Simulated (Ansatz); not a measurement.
Molecule: dimethylacetylene, C₄H₆, charge 0, multiplicity 1. 
Geometry from a B3LYP-D3(BJ)/def2-TZVP (Ansatz, a program for electronic structure) optimisation:
SMILES: CC#CC
```xyz
10

C     -0.0002     0.0011     2.0565
C     -0.0001     0.0003     0.6006
C      0.0001    -0.0003    -0.6006
C      0.0002    -0.0011    -2.0565
H     -0.0090     1.0202     2.4498
H     -0.8782    -0.5156     2.4506
H      0.8864    -0.5005     2.4508
H     -0.0085     1.0175    -2.4509
H      0.8870    -0.5032    -2.4500
H     -0.8777    -0.5183    -2.4502
```

Quantity: atomisation energy (electronic, to ground-state atoms), in kcal/mol. Valence correlation only, unless marked. Open shells are spin-unrestricted. No spin-orbit coupling. Non-relativistic. The coupled-cluster limit lacks core correlation, which all-electron functionals hold. CBS(X,Y): correlation extrapolated as X^-3; Hartree-Fock from the larger set. [CCSD(T)-MP2]/basis is that difference in the basis named.

```tsv
level	program	atomisation energy (kcal/mol)
PBE/def2-TZVPD	Ansatz	1025.0
PBE0-D4/def2-TZVP	Ansatz + dftd4	1011.6
CAM-B3LYP-D4/def2-TZVPD	Ansatz + dftd4	1006.7
CAM-B3LYP/def2-TZVPD	Ansatz	1004.1
B2GP-PLYP/def2-TZVPD	Ansatz	[?]
RI-MP2/CBS(cc-pVTZ,cc-pVQZ)+[CCSD(T)-MP2]/cc-pVTZ	Ansatz	[?]
```

**Question.** What belongs in the gaps?

**Answer.** 
- B2GP-PLYP/def2-TZVPD, atomisation energy (kcal/mol): 992.0
- RI-MP2/CBS(cc-pVTZ,cc-pVQZ)+[CCSD(T)-MP2]/cc-pVTZ, atomisation energy (kcal/mol): 1001.7
